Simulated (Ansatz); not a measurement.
in.yaml

```yaml
crystal:
  periodic: [false, false, false]
  atoms:
    - {symbol: N, position_ang: [0.000000, 0.000000, 0.000000]}
    - {symbol: C, position_ang: [0.000000, 0.000000, 1.040000]}
basis:
  gaussian: {orbitals: 6-31G}
magnetization: {spin_polarized: false, initial_magnetization: 1}
correlation: {method: fic_mrcisd_q, electrons: outside_noble_gas, active_space: {window: {electrons: 9, orbitals: 8}, shells: [{species: C, l: s, shell: 2}, {species: C, l: p, shell: 2}, {species: "N", l: s, shell: 2}, {species: "N", l: p, shell: 2}]}}
```

```sh
$ ansatz run in.yaml --threads 1 --pin off --events-out ev --progress --plain --max-ram 2393MiB
```

Log:

```
406 factors; integrals over basis functions are off by at most 3.5e-8 eV
mean field evaluation 1: about -2504.3182 eV, gradient 2.3e1 eV
mean field evaluation 2: about -2504.3329 eV, gradient 2.3e1 eV
mean field evaluation 4: about -2505.7060 eV, gradient 5.9e0 eV
mean field evaluation 8: about -2506.2271 eV, gradient 3.5e-1 eV
mean field evaluation 16: about -2504.3894 eV, gradient 1.2e0 eV
mean field evaluation 32: about -2504.4018 eV, gradient 2.2e-4 eV
mean field -2506.22792214 eV, -92.1021773564 hartree, gradient 3.2e-6 eV, S^2 0.750000; 5 other end points of the search recorded, 0 dependent functions left out
reference -2506.22792214 eV, -92.1021773564 hartree; 7, 6 occupied and 11, 12 virtual orbitals, 406 factors
state -2509.86702106 eV, -92.2359117748 hartree
contracted CI cycle   1: correlation 0.00000000 eV, 0.0000000000 hartree, residual 1.07e1 eV
contracted CI cycle   2: correlation -1.51424824 eV, -0.0556475966 hartree, residual 2.07e0 eV
contracted CI cycle   3: correlation -1.56756235 eV, -0.0576068537 hartree, residual 4.47e-1 eV
contracted CI cycle   4: correlation -1.57029070 eV, -0.0577071188 hartree, residual 1.06e-1 eV
contracted CI cycle   5: correlation -1.57044032 eV, -0.0577126171 hartree, residual 2.63e-2 eV
contracted CI cycle   6: correlation -1.57044865 eV, -0.0577129235 hartree, residual 6.33e-3 eV
contracted CI cycle   7: correlation -1.57044912 eV, -0.0577129406 hartree, residual 1.31e-3 eV
state -2509.86702106 eV, -92.2359117748 hartree; corrected -2511.47594156 eV, -92.2950385128 hartree
Total energy: -2511.47594156 eV, -92.2950385128 hartree
Checks for a lower state left out: starts, orbital_swaps
```

Natural occupations: 1.9931 1.9709 1.9385 1.9385 1.0148 0.0662 0.0662 0.0119.

For the same geometry and basis full CI lies 15.9 meV lower.

Ran on 1 thread of Arm Neoverse V1, shared host: 3.3 s wall, 0.18 GiB peak host memory.
